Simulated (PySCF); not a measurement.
Working out the ionisation energy of P

P [Ne] 3s2 3p3 (4S) → P⁺ [Ne] 3s2 3p2 (3P). All numbers are calculated (PySCF 2.14, the spin-free X2C one-electron Hamiltonian (Gaussian nucleus), in aug-cc-pVDZ-DK). Frozen: [Ne]. Energies in hartree (1 hartree = 27.21139 eV):

| part | P (lower) | P⁺ (upper) |
| --- | --- | --- |
| UHF | -341.524308 | -341.159399 |
| CCSD correlation | -0.085087 | -0.070962 |
| (T) | -0.001546 | -0.001045 |

Question: What does Hartree-Fock give?

Answer: (-341.159399) − (-341.524308) = 0.364909 hartree = 9.930 eV.

Question: What do CCSD and CCSD(T) give?

Answer: The CCSD correlation energies differ by 0.014125 hartree = 0.384 eV and the triples by 0.000501 hartree = 0.014 eV, so CCSD gives 10.314 eV and CCSD(T) 10.328 eV.

Measured between the centres of the two terms (NIST): 10.526 eV, so CCSD(T) (valence) is off by -0.198 eV.

A double-zeta basis recovers only part of the correlation energy.

What remains against the reference includes basis incompleteness, the frozen core and higher excitations.
